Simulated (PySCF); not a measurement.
# MP2/STO-3G run of CH5Al (AlH2Me)

What is the vertical ionisation energy of CH5Al (AlH2Me) at MP2/STO-3G? 

The results are computed with PySCF 2.14.0.

9 further runs of the same task are left out: 1 that didn't finish, 8 set aside as unsound or not needed.

### Step 1. The structure to begin with

CH5Al: 7 atoms, total charge 0, spin state singlet. SMILES: `[H][Al]([H])[CH3]`. The shape comes from GFN2-xTB, which is rough for such elements, and wasn't checked as a minimum.

Bond lengths: Al1–C4 1.985 Å, Al1–H2 1.551 Å, Al1–H3 1.551 Å, C4–H5 1.097 Å, C4–H6 1.098 Å, C4–H7 1.098 Å. Angles: Al1–C4–H5 113.2°, Al1–C4–H6 112.2°, Al1–C4–H7 112.2°, H2–Al1–C4 123.8°, H3–Al1–C4 123.7°, H5–C4–H6 106.1°, H5–C4–H7 105.9°, H6–C4–H7 106.7°, H2–Al1–H3 112.5°.

### Step 2. A single-point energy at MP2/STO-3G

The input, run.py:

```python
from pyscf import gto, scf, mp

mol = gto.M(
    atom='''
Al       0.532240       0.925980      -0.002840
H        2.079610       1.030730       0.039470
H       -0.157080       2.315610      -0.032820
C       -0.456800      -0.794540      -0.002750
H       -0.578610      -1.223840      -1.005100
H       -1.469240      -0.690290       0.408830
H        0.049890      -1.563640       0.595200
''',
    basis='sto-3g',
    spin=0,
    charge=0,
    max_memory=1860,
    verbose=3,
)

calc0 = scf.RHF(mol)
calc0.conv_tol = 1e-10
calc0.kernel()
if not calc0.converged:
    calc0 = calc0.newton().run(calc0.mo_coeff, calc0.mo_occ)

pt = mp.MP2(calc0, frozen=6).run()
e_final = pt.e_tot
print(f'total energy: {e_final:.8f} hartree')
```

Command:

```console
$ OMP_NUM_THREADS=1 python run.py
```

Log:

```text
converged SCF energy = -279.320734104581
E(RMP2) = -279.405617827833  E_corr = -0.0848837232513225
E(SCS-RMP2) = -279.417250501495  E_corr = -0.0965163969141154
total energy: -279.40561783 hartree
```

Wall time 0.64 s (1 thread of Arm Neoverse V2, shared host); peak memory 0.12 GiB.

### Step 3. The doublet cation at the same level

The input, calc.py:

```python
from pyscf import gto, scf, mp

mol = gto.M(
    atom=[
    ('Al', (0.532240, 0.925980, -0.002840)),
    ('H', (2.079610, 1.030730, 0.039470)),
    ('H', (-0.157080, 2.315610, -0.032820)),
    ('C', (-0.456800, -0.794540, -0.002750)),
    ('H', (-0.578610, -1.223840, -1.005100)),
    ('H', (-1.469240, -0.690290, 0.408830)),
    ('H', (0.049890, -1.563640, 0.595200)),
],
    basis='sto-3g',
    max_memory=1860,
    spin=1,
    charge=1,
    verbose=4,
)

hf = scf.UHF(mol)
hf.conv_tol = 1e-10
hf.kernel()
if not hf.converged:
    hf = hf.newton().run(hf.mo_coeff, hf.mo_occ)

pt = mp.MP2(hf, frozen=6).run()
energy = pt.e_tot
print('Final energy', energy)
```

Command:

```console
$ OMP_NUM_THREADS=1 python calc.py
```

Log:

```text
PySCF version 2.14.0

[... 107 lines left out ...]
converged SCF energy = -279.02887751253  <S^2> = 0.76410498  2S+1 = 2.0140556
[... 1 line left out ...]
******** <class 'pyscf.mp.ump2.UMP2'> ********
nocc = (np.int64(6), np.int64(5)), nmo = (13, 13)
frozen orbitals 6
E(UMP2) = -279.10677346791  E_corr = -0.0778959553804329
E(SCS-UMP2) = -279.117613604144  E_corr = -0.088736091613817
E_corr(same-spin) = -0.00546814020311825
E_corr(oppo-spin) = -0.0724278151773147
Final energy -279.1067734679102
```

Wall time 0.62 s (1 thread of Arm Neoverse V2, shared host); peak memory 0.12 GiB.

### Step 4. Results

At MP2/STO-3G, 6 core orbitals frozen:

| quantity | value |
| --- | --- |
| singlet CH5Al: total energy | -279.40562 Eh |
| singlet CH5Al: dipole moment (Hartree–Fock density) | 0.11 D |
| singlet CH5Al: HOMO energy (Hartree–Fock orbitals) | -9.03 eV |
| singlet CH5Al: LUMO energy (Hartree–Fock orbitals) | 8.86 eV |
| singlet CH5Al: HOMO–LUMO gap (Hartree–Fock orbitals) | 17.89 eV |
| singlet CH5Al: correlation energy (6 core orbitals frozen) | -84.9 mEh |
| doublet cation: total energy | -279.10677 Eh |
| doublet cation: HOMO energy (Hartree–Fock orbitals) (highest over α and β) | -15.33 eV |
| doublet cation: LUMO energy (Hartree–Fock orbitals) (lowest over α and β) | -6.90 eV |
| doublet cation: correlation energy (6 core orbitals frozen) | -77.9 mEh |
| doublet cation: ⟨S²⟩ of the reference determinant | 0.764 |
| vertical ionisation energy (to the doublet cation) | 8.132 eV |

**Reading.** The vertical ionisation energy comes to 8.13 eV (785 kJ/mol). In a minimal basis such a difference can be off by several eV, whatever the method. Mulliken charges (singlet CH5Al) of the mean-field density run from -0.41 on C4 to +0.90 on Al1. Mulliken charges (doublet cation) of the mean-field density run from -0.29 on C4 to +1.06 on Al1.
